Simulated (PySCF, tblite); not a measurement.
# C4H5F− (doublet): geometry, infrared bands and EPR parameters

Aim: predict the infrared bands and EPR parameters of C4H5F− (doublet) (`[CH2-][C]1C[C@@H]1F`).

Computed with tblite 0.8.0 and PySCF 2.14.0, with density-fitted response routines of our own, on a single molecule in the gas phase. Atoms are numbered from 0 throughout.

**1. The starting structure**

10 atoms, charge -1, multiplicity 2; geometry from: force field or distance geometry start.

Bonds of the start (Å): C0–C1 1.52, C1–C2 1.51, C2–C3 1.50, C3–F4 1.37, C3–C1 1.50, C0–H5 1.09, C0–H6 1.10, C2–H7 1.12, C2–H8 1.10, C3–H9 1.10.

**2. Geometry optimisation with GFN2-xTB**

Job settings and geometry (Å):

```
{"job": {"kind": "relax", "xc": "GFN2-xTB", "basis": "xTB"}, "charge": -1, "multiplicity": 2}
C      1.433800     0.119800     0.772200
C     -0.075900     0.300400     0.687100
C     -0.508200     0.738300    -0.688500
C     -0.894500    -0.618500    -0.165300
F     -2.227800    -0.818700     0.095400
H      1.818200     0.101400     1.791500
H      1.820700    -0.653100     0.099300
H     -1.299400     1.528700    -0.668200
H      0.286100     0.822500    -1.447600
H     -0.344200    -1.516000    -0.498600
```

Run with:

```bash
$ OMP_NUM_THREADS=1 python probes_run.py task.json out
```

The driver reads the jobs from task.json and runs them one after another.

**Question.** This job is followed by: GFN2-xTB harmonic vibrations, gas phase; UKS B3LYP, pcH-1 on C F H, non-relativistic, mean-field spin-orbit, GIAO. What will the session give for the following? strongest single infrared mode (GFN2-xTB); zero-point energy (GFN2-xTB); g(iso) (B3LYP); ⟨S²⟩; largest a(iso) (averaged by class).

The runs gave:

| quantity | value |
| --- | --- |
| strongest single infrared mode (GFN2-xTB) | 2761 cm⁻¹, 390 km/mol |
| zero-point energy (GFN2-xTB) | 43.9 kcal/mol |
| g(iso) (B3LYP) | 2.00252 |
| ⟨S²⟩ | 0.754 (exact 0.75) |
| largest a(iso) (averaged by class) | 19F on F4, 231.3 MHz |

**Reading.** The optimisation took 51 steps and gained 1.128 eV; among the close pairs (by a distance rule), C0–C1 changed most, from 1.523 to 1.439 Å. All 24 modes are real, so the xTB geometry is a minimum. The strongest single mode, at 2761 cm⁻¹, moves mainly H9. GFN2-xTB is a fitted tight-binding method: band positions and strengths are rough. Its intensities can rank the bands wrongly. The largest share of the spin, 0.60 e, sits on C0. The isotropic g lies 0.2 ppt above the free-electron value.
